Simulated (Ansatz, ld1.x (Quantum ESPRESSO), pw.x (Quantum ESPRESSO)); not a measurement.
## pw.x on bcc S: one setting changed

Potential: norm-conserving RRKJ (Kleinman–Bylander form), ld1.x (Quantum ESPRESSO) 7.5, LDA (PW92); core [Ne], reference 3s1.75 3p4.25; waves: 3s (bound): rc 1.25 bohr; 3p (bound): rc 1.65 bohr; 3d channel at -0.15 Ry: rc 1.60 bohr; local part: all-electron potential smoothed inside 0.95 bohr (lloc = -1); core correction: a·sin(br)/r model core inside 1.20 bohr.

The reference run (k-mesh 15³, cutoffs 60/240 Ry, Fermi–Dirac 0.01 Ry, mixing_beta 0.4, conv_thr 1e-9, no spin) gives 0.11 GPa at 14.574 Å³/atom, where all-electron LAPW gives 1.02 GPa. This run, with its own iteration cap, changes tot_charge to 3, a wrong or extreme entry chosen on purpose.

```
&control
  calculation='scf', prefix='x', pseudo_dir='./', outdir='./tmp', tstress=.true., disk_io='none'
/
&system
  ibrav=0, nat=1, ntyp=1, ecutwfc=60, ecutrho=240, nbnd=10,
  occupations='smearing', smearing='fd', degauss=0.01, tot_charge=3
/
&electrons
  conv_thr=1e-09, mixing_beta=0.4, electron_maxstep=70
/
ATOMIC_SPECIES
S 1.0 S.UPF
CELL_PARAMETERS angstrom
  -1.53876721 1.53876721 1.53876721
  1.53876721 -1.53876721 1.53876721
  1.53876721 1.53876721 -1.53876721
ATOMIC_POSITIONS crystal
S 0.0000 0.0000 0.0000
K_POINTS automatic
15 15 15 0 0 0
```

```bash
pw.x < S.scf.in > S.scf.out
```

Question: How does the run end?

Answer: It converges in 6 iterations; the free energy moves by -24.59 eV/atom and the pressure by -522.74 GPa. The cell is charged against a uniform background, so energy and pressure depend on the zero of the potential and are not those of the crystal.

```
Message from routine setup:
     using ibrav=0 with symmetry is DISCOURAGED, use correct ibrav instead
     lattice parameter (alat)  =       5.0365  a.u.
     unit-cell volume          =      98.3502 (a.u.)^3
     number of electrons       =         3.00
     number of Kohn-Sham states=           10
     kinetic-energy cutoff     =      60.0000  Ry
     charge density cutoff     =     240.0000  Ry
     scf convergence threshold =      1.0E-09
     Exchange-correlation= PW
     number of k points=   120  Fermi-Dirac smearing, width (Ry)=  0.0100
     iteration #  1     ecut=    60.00 Ry     beta= 0.40
     total energy              =     -22.65370436 Ry
     estimated scf accuracy    <       0.02245145 Ry
     iteration #  2     ecut=    60.00 Ry     beta= 0.40
     total energy              =     -22.65090813 Ry
     estimated scf accuracy    <       0.00617590 Ry
     iteration #  3     ecut=    60.00 Ry     beta= 0.40
     total energy              =     -22.65138289 Ry
     estimated scf accuracy    <       0.00000556 Ry
     iteration #  4     ecut=    60.00 Ry     beta= 0.40
     total energy              =     -22.65138516 Ry
     estimated scf accuracy    <       0.00000007 Ry
     iteration #  5     ecut=    60.00 Ry     beta= 0.40
     total energy              =     -22.65138518 Ry
     estimated scf accuracy    <          1.2E-09 Ry
     iteration #  6     ecut=    60.00 Ry     beta= 0.40
     the Fermi energy is     6.0190 ev
!    total energy              =     -22.65138518 Ry
     estimated scf accuracy    <          2.1E-10 Ry
     smearing contrib. (-TS)   =      -0.00264502 Ry
     The total energy is F=E-TS. E is the sum of the following terms:
     one-electron contribution =       1.91596586 Ry
     hartree contribution      =       0.32985780 Ry
     xc contribution           =      -2.36718663 Ry
     ewald contribution        =     -22.52737718 Ry
     convergence has been achieved in   6 iterations
          total   stress  (Ry/bohr**3)                   (kbar)     P=    -5226.33
     Message from routine punch:
     Nothing written, as per user request (disk_io='none')
```

The run took about 7.8 s on one core of a shared host (Neoverse-V1, 32 threads, 247 GiB, load 12).
